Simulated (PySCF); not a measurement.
**Vibration and rotation of HF**

RHF-CCSD(T) constants of HF, ¹Σ⁺ (singlet), closed shell (H pcseg-1, F pcseg-1; no relativity (PySCF 2.14); masses 1.0078 and 18.9984 u):

```
ωe              : 4149.2 cm⁻¹
ωexe            : 96.4 cm⁻¹
Be              : 20.572 cm⁻¹
αe              : 0.798 cm⁻¹
D (centrifugal) : 0.00202 cm⁻¹
De to H + F     : 5.60 eV
```

(1) Give the band origin of the fundamental and the first lines of its P and R branches.

(2) Near which J would the R branch turn back, without centrifugal distortion?

Correlated steps freeze 1 core orbital. Correlated levels converge slowly with the basis: in double zeta they bind strong bonds too weakly, by up to about 1 eV, and carry superposition errors of some tenths. Where the molecule has an RHF reference, its open-shell atoms are computed with UHF.

Answers

(1) ν0 = ωe − 2ωexe = 3956.4 cm⁻¹, B0 = 20.173, B1 = 19.375 cm⁻¹.

```
J″  P(J″) − ν0  R(J″) − ν0
 0                  38.742
 1     -40.338      75.839
 2     -82.223     111.244
 3    -125.608     144.907
 4    -170.443     176.780
 5    -216.680     206.815
 6    -264.271     234.963
```

(2) At J ≈ (B0 + B1)/(2(B0 − B1)) − 1 ≈ 24.
